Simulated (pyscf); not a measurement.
**Substitution at As: H₃Si–AsH• + H atom (H•) → AsH₂• + silyl (SiH₃•)**

Gas phase, triplet surface, charge 0. Bonds broken: As1–Si3. Bonds formed: As1–H2. Single points on ωB97X-D3(BJ)/def2-SVP structures (PySCF, gas phase). MP2 and CC: frozen core, UHF for open shells. ΔMP2 is the change of the MP2 total energy from the triple- to the quadruple-zeta basis.

Transition state (Å):

```xyz
7

As     0.3655    -0.3704    -0.6140
H      0.4374    -1.7417    -2.6339
Si     0.3673     0.9163     1.3643
H     -0.9002     0.3142    -1.1118
H      1.5401     0.5217     2.1951
H      0.4646     2.3692     1.0357
H     -0.8861     0.6764     2.1386
```

One imaginary mode, 305i cm⁻¹; descent along it reached the two sides named.

| bond | change | reactant side (Å) | saddle | product side |
|---|---|---|---|---|
| As1–Si3 | breaks | 2.350 | 2.360 | 3.2 |
| As1–H2 | forms | 3.7 | 2.442 | 1.537 |

Electronic energies relative to the separated reactants (kcal/mol):

| level | barrier | reaction energy | reverse barrier |
|---|---|---|---|
| ωB97X-D3(BJ)/def2-TZVP | 0.5 | -4.1 | 4.6 |
| PBE/def2-TZVP | -1.2 | -9.3 | 8.1 |
| r²SCAN/def2-TZVP | -3.4 | -11.4 | 8.0 |
| B3LYP-D3(BJ)/def2-TZVP | -2.2 | -11.6 | 9.4 |
| PBE0-D3(BJ)/def2-TZVP | -0.8 | -8.1 | 7.3 |
| M06-2X/def2-TZVP | 0.9 | -10.4 | 11.2 |
| ωB97M-D3(BJ)/def2-TZVP | 1.0 | -9.4 | 10.4 |
| HF/def2-TZVP | 4.0 | -10.9 | 14.8 |
| MP2/def2-QZVPP | 1.4 | -6.5 | 7.9 |
| CCSD/def2-TZVPP | 0.6 | -12.4 | 13.0 |
| CCSD(T)/def2-TZVPP | 0.4 | -11.1 | 11.5 |
| CCSD(T)/def2-TZVPP + ΔMP2(QZVPP) | 0.2 | -10.3 | 10.6 |

With CCSD(T)/def2-TZVPP + ΔMP2(QZVPP) energies and thermal terms (ideal gas, 1 atm, RRHO with modes under 100 cm⁻¹ raised to 100, one conformer, R ln 2 for rigid chiral ones), in kcal/mol:

| T (K) | ΔH‡ | ΔG‡ | ΔH | ΔG |
|---|---|---|---|---|
| 298 | 0.1 | 6.5 | -9.1 | -11.5 |
| 600 | -0.3 | 13.1 | -10.3 | -13.5 |
| 900 | -0.6 | 19.9 | -11.5 | -14.8 |
| 1200 | -0.9 | 26.7 | -12.7 | -15.7 |

At PBE, r²SCAN, B3LYP-D3(BJ), PBE0-D3(BJ) this geometry lies under the reactants; that is no barrier but a single point on another level's saddle; such a level's own saddle, if it has one, lies nearer that side and is low. H₃Si–AsH• + H• also meet on a surface of lower spin, which isn't treated here. AsH₂• + SiH₃• also meet on a surface of lower spin, which isn't treated here. This is the saddle that the search found; another between the same sides may lie lower. The angle at the attacked As is 178°. The CCSD(T) − MP2 part came from Ansatz, without density fitting, on the same reference. The frozen core leaves the outer d or s,p core shells of the metals and heavy elements correlated in the MP2 and CC values, and def2-TZVPP describes them poorly, which can shift differences by a few kcal/mol. Elements up to Kr have no core potential and no relativistic terms here.
